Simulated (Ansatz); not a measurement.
For 1T (CdI2-type) CdI2, PBE-D3(BJ) (Ansatz, an electronic-structure program, PAW) gives:

| Quantity | Result |
|---|---|
| lattice constant a | 4.242 Å |
| lattice parameter c | 6.824 Å |

What does HSE06-D3(BJ) in Ansatz (PAW) give for the same quantities?


- lattice constant a: 4.201 Å (falls by 1.0 %)
- lattice parameter c: 6.695 Å (drops by 1.9 %)

For comparison: lattice constant a 4.244 Å (measured, temperature not stated, not corrected to a static lattice; as tabulated in de Haan, NBS Special Publication (1969), 233, by the Crystallography Open …); lattice parameter c 6.859 Å (measured, temperature not stated, not corrected to a static lattice; as tabulated in de Haan, NBS Special Publication (1969), 233, by the Crystallography Open …).

Changes are worked out from the printed values.

Unless a cell is named, each level is at its own relaxed cell (PBE-D3(BJ) 35.45, HSE06-D3(BJ) 34.12 Å³/atom).

Ansatz's density-functional and Hartree–Fock values are scalar-relativistic unless marked +SOC, with PAW data made under PBE.
